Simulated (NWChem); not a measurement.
Electron attachment to C

```xyz
1

C      0.0000     0.0000     0.0000
```
Charge 0, spin multiplicity 3.

All runs are NWChem calculations.

Basis set: def2-TZVPD. −ε marks an orbital energy of the parent. The basis adds only a small set of diffuse functions.

B3LYP has NWChem's definition, with VWN1-RPA local correlation. The stability of the SCF solutions was not checked.

Problem. For the vertical electron affinity, −ε(alpha LUMO) of B3LYP gives 4.25 eV and −ε(alpha LUMO) of PBE0 gives 4.00 eV. What do −ε(alpha LUMO) of PBE, −ε(alpha LUMO) of LDA (SVWN5), G0W0@PBE give?

Solution. −ε(alpha LUMO) of PBE: 5.54 eV; −ε(alpha LUMO) of LDA (SVWN5): 6.02 eV; G0W0@PBE: 1.21 eV.
